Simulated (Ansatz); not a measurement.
**HF/3-21G run of CH3AlO (SMILES [CH3][Al]=[O])**

Aim: the vertical electron affinity of CH3AlO at HF/3-21G, from 2 runs. 

Program for the calculation: Ansatz 0.2.0.

61 further runs of the same task are left out: 8 that didn't finish, 53 set aside as unsound or not needed. Runs told in other sessions of the task aren't counted.

### Step 1. Starting point

CH3AlO has 6 atoms, charge 0, and is taken as a singlet. As SMILES, `[CH3][Al]=[O]`. The shape is that of a PBE0-D4/def2-TZVP optimisation.

Bond lengths: C1–Al2 1.935 Å, Al2–O3 1.596 Å, C1–H4 1.092 Å, C1–H5 1.092 Å, C1–H6 1.092 Å. Angles: C1–Al2–O3 180.0°, Al2–C1–H4 110.5°, Al2–C1–H5 110.5°, Al2–C1–H6 110.5°, H4–C1–H5 108.4°, H4–C1–H6 108.4°, H5–C1–H6 108.4°.

### Step 2. A single-point energy at HF/3-21G

Input file run.yaml:

```yaml
crystal:
  periodic: [false, false, false]
  atoms:
    - {symbol: C, position_ang: [-0.412500, 0.498200, -0.315400]}
    - {symbol: Al, position_ang: [0.696700, -0.841400, 0.532500]}
    - {symbol: O, position_ang: [1.611700, -1.946300, 1.232100]}
    - {symbol: H, position_ang: [0.065200, 1.479100, -0.263900]}
    - {symbol: H, position_ang: [-1.383600, 0.560900, 0.180800]}
    - {symbol: H, position_ang: [-0.577400, 0.249400, -1.366100]}
basis:
  gaussian:
    orbitals: 3-21G.json
magnetization:
  spin_polarized: false
hamiltonian:
  xc: hf
accuracy: high
output:
  orbitals: {seedname: orbitals}
```

The basis set 3-21G is read from a file made from the Basis Set Exchange's data (not shown).

Launch:

```bash
ansatz run run.yaml --threads 1 --pin off --max-ram 3480MiB --events-out events.jsonl --progress --plain --runs-dir runs
```

Log:

```text
Warning: RAYON_NUM_THREADS=1 ignored (pool sized by the plan → 1); use --threads N
Functional definition: HF
  name "HF"
  exchange = exact_x
  correlation = 0
787 factors; integrals over basis functions are off by at most 9.7e-9 eV
mean field evaluation 1: about -9637.7712 eV, gradient 5.1e1 eV
mean field evaluation 2: about -9637.7691 eV, gradient 5.1e1 eV
mean field evaluation 4: about -9643.8692 eV, gradient 4.7e0 eV
mean field evaluation 8: about -9643.9597 eV, gradient 1.2e-1 eV
mean field -9643.95988658 eV, -354.4089889209 hartree, gradient 9.6e-8 eV, S^2 0.000000; 0 other end points of the search recorded, 0 dependent functions left out
reference -9643.95988658 eV, -354.4089889209 hartree; 15, 15 occupied and 22, 22 virtual orbitals, 787 factors
Total energy: -9643.95988658 eV, -354.4089889209 hartree
```

Run time: 0.54 s. Hardware: 1 thread of Intel Xeon Platinum 8259CL at 2.50GHz (Skylake/Cascade Lake), shared host.

### Step 3. The doublet anion

Input file in.yaml:

```yaml
crystal:
  periodic: [false, false, false]
  atoms:
    - {symbol: C, position_ang: [-0.412500, 0.498200, -0.315400]}
    - {symbol: Al, position_ang: [0.696700, -0.841400, 0.532500]}
    - {symbol: O, position_ang: [1.611700, -1.946300, 1.232100]}
    - {symbol: H, position_ang: [0.065200, 1.479100, -0.263900]}
    - {symbol: H, position_ang: [-1.383600, 0.560900, 0.180800]}
    - {symbol: H, position_ang: [-0.577400, 0.249400, -1.366100]}
basis:
  gaussian:
    orbitals: 3-21G.json
magnetization:
  spin_polarized: true
  initial_magnetization: 1
output:
  orbitals: {seedname: orbitals}
total_charge: -1
accuracy: high
hamiltonian:
  xc: hf
```

The basis set 3-21G is read from a file made from the Basis Set Exchange's data (not shown).

Launch:

```bash
ansatz run in.yaml --threads 1 --pin off --max-ram 3480MiB --events-out events.jsonl --progress --plain --runs-dir runs
```

Log:

```text
Warning: RAYON_NUM_THREADS=1 ignored (pool sized by the plan → 1); use --threads N
[... 4 set-up lines as earlier in the session ...]
787 factors; integrals over basis functions are off by at most 9.7e-9 eV
mean field evaluation 1: about -9639.1988 eV, gradient 2.2e1 eV
mean field evaluation 2: about -9639.3949 eV, gradient 2.2e1 eV
mean field evaluation 4: about -9642.4791 eV, gradient 1.9e0 eV
mean field evaluation 8: about -9642.5931 eV, gradient 8.8e-1 eV
mean field evaluation 16: about -9642.7792 eV, gradient 1.4e-1 eV
mean field evaluation 32: about -9642.7805 eV, gradient 5.4e-5 eV
mean field evaluation 64: about -9642.7991 eV, gradient 8.5e-6 eV
mean field evaluation 96: about -9642.7953 eV, gradient 1.8e-1 eV
mean field evaluation 128: about -9642.6506 eV, gradient 1.6e0 eV
mean field evaluation 160: about -9636.2627 eV, gradient 1.7e1 eV
mean field evaluation 192: about -9642.7990 eV, gradient 9.2e-3 eV
mean field evaluation 224: about -9642.3028 eV, gradient 2.1e0 eV
mean field evaluation 256: about -9641.7542 eV, gradient 1.1e0 eV
mean field evaluation 288: about -9640.4266 eV, gradient 3.2e0 eV
mean field evaluation 320: about -9642.0437 eV, gradient 1.4e0 eV
mean field evaluation 352: about -9642.7985 eV, gradient 1.1e-1 eV
mean field evaluation 384: about -9639.2342 eV, gradient 1.1e1 eV
mean field evaluation 416: about -9639.7123 eV, gradient 5.6e-1 eV
mean field evaluation 448: about -9642.5560 eV, gradient 1.5e0 eV
mean field evaluation 480: about -9642.7805 eV, gradient 1.5e-5 eV
mean field evaluation 512: about -9637.3482 eV, gradient 1.3e1 eV
mean field evaluation 544: about -9639.0141 eV, gradient 1.7e0 eV
mean field -9642.79906020 eV, -354.3663293383 hartree, gradient 1.6e-8 eV, S^2 1.205038; 6 other end points of the search recorded, 0 dependent functions left out
reference -9642.79906020 eV, -354.3663293383 hartree; 16, 15 occupied and 21, 22 virtual orbitals, 787 factors
Total energy: -9642.79906020 eV, -354.3663293383 hartree
```

It took 8.7 s on 1 thread of Intel Xeon Platinum 8259CL at 2.50GHz (Skylake/Cascade Lake), shared host; peak memory 0.13 GiB.

### Step 4. Summary of results

At HF/3-21G:

| quantity | value |
| --- | --- |
| singlet CH3AlO: total energy | -354.40899 Eh |
| singlet CH3AlO: HOMO energy | -10.19 eV |
| singlet CH3AlO: LUMO energy | 1.79 eV |
| singlet CH3AlO: HOMO–LUMO gap | 11.98 eV |
| doublet anion: total energy | -354.36633 Eh |
| doublet anion: HOMO energy (highest over α and β) | 0.39 eV |
| doublet anion: LUMO energy (lowest over α and β) | 7.44 eV |
| doublet anion: ⟨S²⟩ | 1.205 |
| vertical electron affinity (to the doublet anion) | -1.161 eV |

In words: The anion lies 1.16 eV (112 kJ/mol) above the neutral: the electron isn't bound at this level, and such a value depends on the basis. Without diffuse functions anions come out too high. Hartree–Fock misses the correlation that binds many anions. ⟨S²⟩ (doublet anion) is 1.21 where a pure doublet has 0.75: the reference is spin-contaminated. The HOMO (doublet anion) lies at positive energy, 0.39 eV: the electron is unbound at this level or held by a compact basis; values depend on the basis.
